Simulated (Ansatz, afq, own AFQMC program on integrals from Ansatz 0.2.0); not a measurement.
# AlGe⁺, singlet in cc-pVDZ, levels against full CI

```xyz
2

Ge    0.0000    0.0000    0.0000
Al    0.0000    0.0000    5.1130
```

Basis cc-pVDZ. Only valence electrons are correlated. Integrals, coupled cluster, full CI and functionals: Ansatz 0.2.0; the random walks run on the same integrals in our own AFQMC program. ph-AFQMC/CISD is guided by a CISD state made of CCSD amplitudes; releasing the constraint for a short imaginary time cuts its bias at the price of noise, slowly where states lie close. Uncertainties: one standard error, sampling alone. No spin–orbit coupling.

Determinant: RHF, the one that the program's search chose, which needn't be the lowest solution. The geometry is a point of a scan.

Full CI on the same integrals is exact in this basis and with this determinant's frozen core.

Cautions: no relativity below Rb; no spin-orbit coupling; inner d shell frozen; another spin lies lower; restricted determinant unstable towards unrestricted (UHF 998 meV lower, ⟨S²⟩ 1.02); strong correlation (T1 0.022, weight of the determinant 0.81, largest double 0.22); the released energies are still falling, so no released level is given (meV from the phaseless value at times in 1/Eh: -3 ± 5 at 0.24, -8 ± 5 at 0.51, -16 ± 5 at 0.99, -22 ± 4 at 1.62, -25 ± 5 at 2.40); CCSDTQ on the UHF determinant differs (779 meV lower), perhaps since the unrestricted series falls towards higher spin.

The T1 diagnostic is 0.0216 and the weight of the determinant in the CISD state is 0.808. The size of the correlated space is 6 electrons in 26 orbitals.

Reference: full CI, correlation energy -3.196 eV.

```tsv
level	E − E(reference) (kcal/mol)	share of correlation (%)
HF	73.69	0.00
MP2	25.59	65.28
CCSD	2.47	96.65
CCSD(T)	1.03	98.61
CCSDT	0.58	99.22
CCSDT(Q)	0.22	99.71
CCSDTQ	0.01	99.99
ph-AFQMC/CISD	0.17 ± 0.12	99.77
```

CCSDT and higher add their correlation energy to the determinant of the CCSD(T) run, since their own runs factorise the integrals more tightly (a shift of under 2 meV). A walk keeps the symmetry of its determinant, which the program's search chose and which needn't be the lowest solution, so a lower state of the same spin and another symmetry isn't excluded.
